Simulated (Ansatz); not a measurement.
# H5OSi: the cost of one run

Program: Ansatz 0.2.0. Level of theory: UHF/def2-SVP. These are calculated values, not measurements.

## Step 1: Starting point

Bond lengths: O2–H4 0.958 Å, Si3–H5 1.456 Å, Si3–H6 1.458 Å, Si3–H7 1.454 Å. Angles: H5–Si3–H6 113.0°, H5–Si3–H7 114.3°, H6–Si3–H7 113.7°.

As a file:

```xyz
7

H    -0.3008   -0.7558    0.1775
O    -0.7646   -1.8845    0.5312
Si    0.5215    0.8335   -0.3747
H    -1.4985   -1.6562    1.1029
H     1.3474    1.2267    0.7577
H    -0.5763    1.7588   -0.6263
H     1.2712    0.4775   -1.5682
```

## Step 2: Run 1

150 steps of 0.5 fs at constant energy, with velocities drawn for 1000 K.

Input file input.yaml:

```yaml
crystal:
  periodic: [false, false, false]
  atoms:
    - { symbol: H, position_ang: [-0.3008, -0.7558, 0.1775] }
    - { symbol: O, position_ang: [-0.7646, -1.8845, 0.5312] }
    - { symbol: Si, position_ang: [0.5215, 0.8335, -0.3747] }
    - { symbol: H, position_ang: [-1.4985, -1.6562, 1.1029] }
    - { symbol: H, position_ang: [1.3474, 1.2267, 0.7577] }
    - { symbol: H, position_ang: [-0.5763, 1.7588, -0.6263] }
    - { symbol: H, position_ang: [1.2712, 0.4775, -1.5682] }
magnetization:
  spin_polarized: true
  initial_magnetization: 1
basis:
  gaussian: { orbitals: def2-SVP }
hamiltonian:
  xc: hf
md:
  timestep: 0.5
  n_steps: 150
  ensemble: nve
  temperature: 1000.0
  initial_velocities: maxwell_boltzmann
  seed: 111695
```

Launch:

```console
ansatz run input.yaml --threads 1 --pin off --max-ram 2048MiB --backend cpu --events-out ev --progress --plain --runs-dir out
```

What time and memory should one allow on 1 thread of Arm Neoverse V2, shared host?

About 58 s, with a peak of 0.1 GiB.
